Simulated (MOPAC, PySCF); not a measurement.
Stepwise substitution at one centre (B H-Cl). Isolated molecules, 0 K electronic values unless said otherwise. Strings in code marks are SMILES.

Quantity: redistribution energy (mixed species minus the weighted end members), in kcal/mol. Semi-empirical values (MOPAC) are differences of heats of formation.

Level 1: PBE-D3(BJ)/def2-TZVP // CAM-B3LYP-D3(BJ)/def2-TZVP (PySCF)
Level 2: BP86/6-31G* // CAM-B3LYP-D3(BJ)/def2-TZVP (PySCF)
Level 3: PBE/6-31G* // CAM-B3LYP-D3(BJ)/def2-TZVP (PySCF)
Level 4: PM7 // CAM-B3LYP-D3(BJ)/def2-TZVP (MOPAC)

```
species                           level 2  level 3  level 4
--------------------------------  -------  -------  -------
2 of 3 H replaced by Cl: `ClBCl`    -4.67    -4.63     0.31
1 of 3 H replaced by Cl: `BCl`      -4.19    -4.15     0.39
```

Q: What does level 1 give for each?

A: 
- 2 of 3 H replaced by Cl: `ClBCl`: -4.11
- 1 of 3 H replaced by Cl: `BCl`: -3.59
